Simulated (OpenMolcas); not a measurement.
# SiH3 (SMILES [SiH3]), step by step

We compute a single-point energy (ROHF/3-21G), then the energy (CASSCF(3,3)/3-21G), then a single-point energy (CASPT2(3,3)/3-21G), then a single-point energy (SC-NEVPT2(3,3)/3-21G), then a single-point energy (MRCI(3,3)/3-21G) of SiH3. 

The calculation is run with OpenMolcas 26.06.

### Step 1. The system as given

SiH3 has 4 atoms, charge 0, and is taken as a doublet. As SMILES, `[SiH3]`. The Si1–H4 distance was set to 1.858 Å, away from the relaxed value.

Bond lengths: Si1–H2 1.486 Å, Si1–H3 1.486 Å. Angles: H2–Si1–H3 111.2°. A long bond or contact: Si1–H4 1.858 Å.

### Step 2. A single-point energy at ROHF/3-21G (run 1)

The input, step1.inp:

```
&gateway
 baslib = $CurrDir
 coord
 4
 angstrom
 Si       0.524476      -0.224462       0.049986
 H        0.789846       0.467738       1.337916
 H        0.006656      -1.599212       0.274146
 H       -0.628890       0.763250      -1.019990
 basis = 3-21G
 group = NoSym

&seward

&scf
 uhf
 spin = 2
 scramble = 0.25
 prorbitals = 1 1

&rasscf
 fileorb = $Project.UnaOrb
 spin = 2
 nactel = 1 0 0
 inactive = 8
 ras2 = 1
 outorbitals = Canonical
 orblisting = Nothing
```

The basis set 3-21G is read from a file made from the Basis Set Exchange's data (not shown).

On the command line:

```console
$ export MOLCAS_MEM=1860
$ pymolcas step1.inp > step1.log
```

What it wrote:

```text
--- Start Module: gateway ---
[...]
--- Stop Module: gateway /rc=_RC_ALL_IS_WELL_ ---
[...]
      Basis functions           19
[...]
--- Start Module: scf ---
[...]
       Convergence after  14 Iterations
[...]
::    Total SCF energy                               -289.0521953482
[...]
      Total spin, S                                     0.5033417232
[...]
--- Stop Module: scf /rc=_RC_ALL_IS_WELL_ ---
--- Start Module: rasscf ---
[...]
      Number of active orbitals                  1
[...]
      Spin quantum number                      0.5
[...]
      Active orbitals                            1
[...]
      Number of CSFs                             1
[...]
      Number of root(s) required                 1
[...]
      Convergence after  7 iterations
[...]
      printout of CI-coefficients larger than  0.05 for root  1
      energy=    -289.051408
      conf/sym  1     Coeff  Weight
             1  u   1.00000 1.00000
      Natural orbitals and occupation numbers for root  1
      sym 1:   1.000000
      ************************************************************************************************************************
      *                                                    Final results                                                     *
[...]
::    RASSCF root number  1 Total energy:   -289.05140758
[...]
      Total electronic charge=   17.000000
      Total            charge=   -0.000000
[...]
      Dipole Moment (debye):
      Origin of the operator (angstrom)=    0.4788   -0.2145    0.0644
                   X=  6.0088E-01               Y= -3.5486E-01               Z=  2.4707E-01           Total=  7.4029E-01
      Quadrupole Moment (debye*angstrom):
[...]
--- Stop Module: rasscf /rc=_RC_ALL_IS_WELL_ ---
[...]
```

Wall time 2.4 s (1 thread of Arm Neoverse V1, shared host); peak memory 0.37 GiB.

### Step 3. A single-point energy at CASSCF(3,3)/3-21G (run 2)

The input, step2.inp:

```
&GATEWAY
 BASLIB = $CurrDir
 COORD
 4
 angstrom
 Si       0.524476      -0.224462       0.049986
 H        0.789846       0.467738       1.337916
 H        0.006656      -1.599212       0.274146
 H       -0.628890       0.763250      -1.019990
 BASIS = 3-21G
 GROUP = NoSym

&SEWARD

&RASSCF
 FILEORB = $CurrDir/step1.RasOrb
 SPIN = 2
 NACTEL = 3 0 0
 INACTIVE = 7
 RAS2 = 3
 ORBLISTING = Nothing
 ORBAPPEAR = Compact
```

The basis set 3-21G is read from a file made from the Basis Set Exchange's data (not shown).

On the command line:

```console
$ export MOLCAS_MEM=1860
$ pymolcas step2.inp > step2.log
```

What it wrote:

```text
--- Start Module: gateway ---
[...]
--- Stop Module: gateway /rc=_RC_ALL_IS_WELL_ ---
--- Start Module: seward ---
[...]
      Basis functions           19
--- Stop Module: seward /rc=_RC_ALL_IS_WELL_ ---
--- Start Module: rasscf ---
[...]
      Number of active orbitals                  3
[...]
      Spin quantum number                      0.5
[...]
      Active orbitals                            3
[...]
      Number of CSFs                             8
[...]
      Number of root(s) required                 1
[...]
      Convergence after 11 iterations
[...]
      printout of CI-coefficients larger than  0.05 for root  1
      energy=    -289.074383
      conf/sym  111     Coeff  Weight
             1  2u0   0.98487 0.96996
             5  02u   0.05224 0.00273
             8  0u2   0.15582 0.02428
      Natural orbitals and occupation numbers for root  1
      sym 1:   1.942995   1.000752   0.056253
      ************************************************************************************************************************
      *                                                    Final results                                                     *
[...]
::    RASSCF root number  1 Total energy:   -289.07438330
[...]
      Total electronic charge=   17.000000
      Total            charge=   -0.000000
[...]
      Dipole Moment (debye):
      Origin of the operator (angstrom)=    0.4788   -0.2145    0.0644
                   X=  4.3496E-01               Y= -1.9651E-01               Z=  6.1565E-02           Total=  4.8124E-01
      Quadrupole Moment (debye*angstrom):
[...]
--- Stop Module: rasscf /rc=_RC_ALL_IS_WELL_ ---
[...]
```

Run time: 1.9 s. Hardware: 1 thread of Arm Neoverse V1, shared host; peak memory 0.37 GiB.

### Step 4. A single-point energy at CASPT2(3,3)/3-21G (run 3)

The input, step3.inp:

```
&GATEWAY
 BasLib = $CurrDir
 Coord
 4
 angstrom
 Si       0.524476      -0.224462       0.049986
 H        0.789846       0.467738       1.337916
 H        0.006656      -1.599212       0.274146
 H       -0.628890       0.763250      -1.019990
 Basis = 3-21G
 Group = NoSym

&SEWARD

&RASSCF
 FileOrb = $CurrDir/step2.RasOrb
 Spin = 2
 Nactel = 3 0 0
 Inactive = 7
 Ras2 = 3
 OrbListing = Nothing
 OrbAppear = Compact

&CASPT2
 Imaginary = 0.1
 Frozen = 5
```

The basis set 3-21G is read from a file made from the Basis Set Exchange's data (not shown).

On the command line:

```console
$ export MOLCAS_MEM=1860
$ pymolcas step3.inp > step3.log
```

What it wrote:

```text
--- Start Module: gateway ---
[...]
--- Stop Module: gateway /rc=_RC_ALL_IS_WELL_ ---
[...]
      Basis functions           19
[...]
--- Start Module: rasscf ---
[...]
      Number of active orbitals                  3
[...]
      Spin quantum number                      0.5
[...]
      Active orbitals                            3
[...]
      Number of CSFs                             8
[...]
      Number of root(s) required                 1
[...]
      Convergence after  4 iterations
[...]
      printout of CI-coefficients larger than  0.05 for root  1
      energy=    -289.074383
      conf/sym  111     Coeff  Weight
             1  2u0   0.98487 0.96996
             5  02u   0.05224 0.00273
             8  0u2   0.15582 0.02428
      Natural orbitals and occupation numbers for root  1
      sym 1:   1.942995   1.000752   0.056253
      ************************************************************************************************************************
      *                                                    Final results                                                     *
[...]
::    RASSCF root number  1 Total energy:   -289.07438330
[...]
      Total electronic charge=   17.000000
      Total            charge=   -0.000000
[...]
      Dipole Moment (debye):
      Origin of the operator (angstrom)=    0.4788   -0.2145    0.0644
                   X=  4.3496E-01               Y= -1.9652E-01               Z=  6.1571E-02           Total=  4.8125E-01
      Quadrupole Moment (debye*angstrom):
[...]
--- Stop Module: rasscf /rc=_RC_ALL_IS_WELL_ ---
--- Start Module: caspt2 ---
[...]
 ###    WARNING: User changed nr of frozen orbitals.                         ###
 ###############################################################################
[...]
      E2 (Variational):          -0.0395131213
      Total energy:            -289.1138964244
[...]
      Reference weight:           0.98023
[...]
::    CASPT2 Root  1     Total energy:   -289.11389642
[...]
--- Stop Module: caspt2 /rc=_RC_ALL_IS_WELL_ ---
[...]
```

Wall time 1.9 s (1 thread of Arm Neoverse V1, shared host); peak memory 0.37 GiB.

### Step 5. A single-point energy at SC-NEVPT2(3,3)/3-21G (run 4)

The input, step4.inp:

```
* H3Si NEVPT2

&GATEWAY
 BASLIB
 $CurrDir
 COORD
 4
 angstrom
 Si       0.524476      -0.224462       0.049986
 H        0.789846       0.467738       1.337916
 H        0.006656      -1.599212       0.274146
 H       -0.628890       0.763250      -1.019990
 BASIS
 3-21G
 GROUP
 NoSym

&SEWARD

&RASSCF
 FILEORB
 $CurrDir/step2.RasOrb
 SPIN
 2
 NACTEL
 3 0 0
 INACTIVE
 7
 RAS2
 3
 ORBLISTING
 Nothing
 ORBAPPEAR
 Compact

&CASPT2
 SC-NEVPT2
 FROZEN
 5
```

The basis set 3-21G is read from a file made from the Basis Set Exchange's data (not shown).

On the command line:

```console
$ export MOLCAS_MEM=1860
$ pymolcas step4.inp > step4.log
```

What it wrote:

```text
--- Start Module: gateway ---
[...]
--- Stop Module: gateway /rc=_RC_ALL_IS_WELL_ ---
[...]
      Basis functions           19
[...]
--- Start Module: rasscf ---
[...]
      Number of active orbitals                  3
[...]
      Spin quantum number                      0.5
[...]
      Active orbitals                            3
[...]
      Number of CSFs                             8
[...]
      Number of root(s) required                 1
[...]
      Convergence after  4 iterations
[...]
      printout of CI-coefficients larger than  0.05 for root  1
      energy=    -289.074383
      conf/sym  111     Coeff  Weight
             1  2u0   0.98487 0.96996
             5  02u   0.05224 0.00273
             8  0u2   0.15582 0.02428
      Natural orbitals and occupation numbers for root  1
      sym 1:   1.942995   1.000752   0.056253
      ************************************************************************************************************************
      *                                                    Final results                                                     *
[...]
::    RASSCF root number  1 Total energy:   -289.07438330
[...]
      Total electronic charge=   17.000000
      Total            charge=   -0.000000
[...]
      Dipole Moment (debye):
      Origin of the operator (angstrom)=    0.4788   -0.2145    0.0644
                   X=  4.3496E-01               Y= -1.9652E-01               Z=  6.1571E-02           Total=  4.8125E-01
      Quadrupole Moment (debye*angstrom):
[...]
--- Stop Module: rasscf /rc=_RC_ALL_IS_WELL_ ---
--- Start Module: caspt2 ---
[...]
 ###    WARNING: User changed nr of frozen orbitals.                         ###
 ###############################################################################
[...]
      E2 (Variational):          -0.0390259394
[...]
      E2 (Variational):          -0.0389276603
      Total energy:            -289.1133109633
[...]
      Reference weight:           0.98056
[...]
::    SC-NEVPT2 Root  1     Total energy:   -289.11331096
[...]
--- Stop Module: caspt2 /rc=_RC_ALL_IS_WELL_ ---
[...]
```

Wall time 1.8 s (1 thread of Arm Neoverse V1, shared host); peak memory 0.37 GiB.

### Step 6. A single-point energy at MRCI(3,3)/3-21G (run 5)

The input, step5.input:

```
* H3Si MRCI
&GATEWAY
BasLib=$CurrDir
Coord
4
angstrom
Si       0.524476      -0.224462       0.049986
H        0.789846       0.467738       1.337916
H        0.006656      -1.599212       0.274146
H       -0.628890       0.763250      -1.019990
Basis=3-21G
Group=NoSym
&SEWARD
&RASSCF
FileOrb=$CurrDir/step2.RasOrb
Spin=2
Nactel=3 0 0
Inactive=7
Ras2=3
OrbListing=Nothing
OrbAppear=Compact
&MOTRA
LumOrb
Frozen=5
&GUGA
Electrons=7
Spin=2
Inactive=2
Active=3
CIAll=1
&MRCI
SDCI
```

The basis set 3-21G is read from a file made from the Basis Set Exchange's data (not shown).

On the command line:

```console
$ export MOLCAS_MEM=1860
$ pymolcas step5.input > step5.log
```

What it wrote:

```text
--- Start Module: gateway ---
[...]
--- Stop Module: gateway /rc=_RC_ALL_IS_WELL_ ---
[...]
      Basis functions           19
[...]
      Number of active orbitals                  3
[...]
      Spin quantum number                      0.5
[...]
      Active orbitals                            3
[...]
      Number of CSFs                             8
[...]
      Number of root(s) required                 1
[...]
      Convergence after  4 iterations
[...]
      printout of CI-coefficients larger than  0.05 for root  1
      energy=    -289.074383
      conf/sym  111     Coeff  Weight
             1  2u0   0.98487 0.96996
             5  02u   0.05224 0.00273
             8  0u2   0.15582 0.02428
      Natural orbitals and occupation numbers for root  1
      sym 1:   1.942995   1.000752   0.056253
      ************************************************************************************************************************
      *                                                    Final results                                                     *
[...]
::    RASSCF root number  1 Total energy:   -289.07438330
[...]
      Dipole Moment (debye):
      Origin of the operator (angstrom)=    0.4788   -0.2145    0.0644
                   X=  4.3496E-01               Y= -1.9652E-01               Z=  6.1571E-02           Total=  4.8125E-01
      Quadrupole Moment (debye*angstrom):
[...]
      *** WARNING: Default frozen orbitals is overwritten by user input.
      *** Default values:   2
[...]
--- Start Module: guga ---
[...]
--- Stop Module: guga /rc=_RC_ALL_IS_WELL_ ---
--- Start Module: mrci ---
[...]
       (But an ACPF correction will be computed)
       USE THE DEFAULT ACPF G-VALUE GFAC=  0.28571428571428570
[...]
                      CI ENERGY:  -289.12819196
[...]
                ACPF CORRECTION:    -0.00156788
[...]
      Total electronic charge=   17.000000
      Total            charge=   -0.000000
[...]
     ACPF CORRECTION:     -0.00156788
[...]
  CI State   1     Total energy:   -289.12819196     QDav:     -0.00222092     QACPF:     -0.00156788
[...]
--- Stop Module: mrci /rc=_RC_ALL_IS_WELL_ ---
[...]
```

Wall time 1.9 s (1 thread of Arm Neoverse V1, shared host); peak memory 0.37 GiB.

### Step 7. Summary of results

```
                                                   quantity          value
                            run 1, ROHF/3-21G: total energy  -289.05141 Eh
                           run 1, ROHF/3-21G: dipole moment         0.74 D
                     run 2, CASSCF(3,3)/3-21G: total energy  -289.07438 Eh
   run 2, CASSCF(3,3)/3-21G: dipole moment (CASSCF density)         0.48 D
                     run 3, CASPT2(3,3)/3-21G: total energy  -289.11390 Eh
   run 3, CASPT2(3,3)/3-21G: dipole moment (CASSCF density)         0.48 D
                  run 4, SC-NEVPT2(3,3)/3-21G: total energy  -289.11331 Eh
run 4, SC-NEVPT2(3,3)/3-21G: dipole moment (CASSCF density)         0.48 D
                       run 5, MRCI(3,3)/3-21G: total energy  -289.12819 Eh
     run 5, MRCI(3,3)/3-21G: dipole moment (CASSCF density)         0.48 D
```

What this shows: Mulliken charges (run 1, ROHF/3-21G) run from -0.17 on H2 to +0.44 on Si1; they depend strongly on the basis. Mulliken charges (run 4, SC-NEVPT2(3,3)/3-21G) of the CASSCF density run from -0.16 on H2 to +0.42 on Si1.
